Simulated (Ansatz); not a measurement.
A calculation with Ansatz (development build ahead of 0.2.0).

```yaml
crystal:
  periodic: [false, false, false]
  atoms:
    - { symbol: B, position_ang: [0.03199, 0.03074, 0.10047] }
    - { symbol: H, position_ang: [1.1998, 0.08062, 0.03237] }
    - { symbol: H, position_ang: [-0.6147, 0.97342, -0.10618] }
    - { symbol: H, position_ang: [-0.68066, -0.95705, 0.02079] }
basis:
  gaussian: { orbitals: cc-pVDZ }
hamiltonian:
  xc: hf
correlation:
  method: mp2
  frozen_orbitals: { B: 1, H: 0 }
```

The input is written out in the form of the current development build from the run's settings.

Output:

- Converged: yes
- Reference energy: -26.38351 hartree
- Correlation energy: -0.09225 hartree
- Total energy: -26.47575 hartree
- Spin squared of the determinant: 0.000
